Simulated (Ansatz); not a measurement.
CH₃NH₂ and `N[SiH3]` differ in one element.

Ansatz, PBE0-D4/def2-TZVP geometries, multiplicity 1. 

| property | CH₃NH₂ |
| --- | --- |
| zero-point energy (PBE0-D4/def2-TZVP) / kJ/mol | 168.5 |
| vertical ionisation energy (CCSD(T)/CBS(def2)) / eV | 9.81 |
| HOMO–LUMO gap (PBE0/def2-TZVPP) / eV | 7.96 |
| size of the dipole moment (PBE/def2-TZVPP) / D | 1.25 |
| HOMO–LUMO gap (PBE/def2-TZVPP) / eV | 5.61 |
| LUMO energy (PBE0/def2-TZVPP) / eV | 1.16 |

Task: What does the change do to each property? (An estimate is asked.)

Result: Computed: 
```tsv
property	`N[SiH3]`	shift
zero-point energy (PBE0-D4/def2-TZVP) / kJ/mol	132.0	-36.5
vertical ionisation energy (CCSD(T)/CBS(def2)) / eV	10.19	0.38
HOMO–LUMO gap (PBE0/def2-TZVPP) / eV	7.76	-0.20
size of the dipole moment (PBE/def2-TZVPP) / D	1.36	0.11
HOMO–LUMO gap (PBE/def2-TZVPP) / eV	5.51	-0.10
LUMO energy (PBE0/def2-TZVPP) / eV	0.34	-0.82
```

With PBE0 the HOMO falls by 0.63 eV and the LUMO falls by 0.82 eV, so the gap narrows by about 0.19 eV. PBE moves the HOMO by -0.73 eV and ωB97M-V by -0.56 eV. Dipoles are sizes alone; their direction can turn.
